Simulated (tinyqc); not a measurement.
Orbital energy against energy difference: ionisation energy by orbital energies and by energy differences in the 6-31g basis, for BH3, spin multiplicity 1. Computed by the program tinyqc with PySCF. 

Geometry (angstrom):
```
atom        x        y       z
B      0.0000   0.0000  0.0180
H      1.1460   0.0000  0.0000
H     -0.5730   0.9920  0.0000
H     -0.5730  -0.9920  0.0000
```

CCSD(T) difference in the same basis = 13.0066 eV

IP-EOM-CCSD = 13.0142 eV

The cation is unrestricted; errors are against CCSD(T) in this basis, not against experiment.

First vertical ionisation energy (eV):
```
method     -e(HOMO)  E(cation) - E  error of -e(HOMO)  error of the difference
HF           13.694       12.70614              0.687                   -0.300
LDA           8.411       13.13297             -4.596                    0.126
PBE           8.434       13.09891             -4.572                    0.092
B3LYP         9.729       13.37199             -3.277                    0.365
PBE0          9.971       13.30881             -3.036                    0.302
CAM-B3LYP    11.456       13.40090             -1.550                    0.394
LC-wPBE      12.975       13.48917             -0.032                    0.483
```

Koopmans errs by +0.69 eV and Delta-HF by -0.30 eV: relaxation, 0.99 eV, lowers the value and the missing correlation difference works against it. The PBE level is off by -4.6 eV through the wrong tail of its potential, though its energy difference is off by +0.09 eV; exact exchange deepens the level, and among the orbital energies LC-wPBE comes closest; among the differences PBE does.
